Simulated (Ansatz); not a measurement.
System: bcc Li. Method: PBE-D4 in Ansatz (plane waves, PAW).

Settings: plane-wave cutoff 500 eV, 30×30×30 k mesh, Fermi–Dirac smearing 0.1 eV, scalar-relativistic PAW data made under PBE.

Computed at the level's own relaxed cell.

Question: Predict the equilibrium volume per atom and lattice parameter a.

Answer: 
- equilibrium volume per atom = 20.05 Å³/atom
- lattice parameter a = 3.423 Å

Measured, for comparison: equilibrium volume per atom 20.51 Å³/atom (low-temperature or extrapolated to 0 K; zero-point anharmonic expansion removed; as tabulated in Csonka et al. (2009), arXiv:0903.4037); lattice constant a 3.449 Å (low-temperature or extrapolated to 0 K; zero-point anharmonic expansion removed, our sources range from 3.443 to 3.453; as tabulated in Csonka et al. (2009), arXiv:0903.4037). Computed (rounded) less measured: equilibrium volume per atom -2.2 %, lattice constant a -0.8 % (-0.6 % to -0.9 % over the range).

The result took about 60 core-seconds (a rough figure).

Ansatz is a quantum-chemistry and plane-wave program.
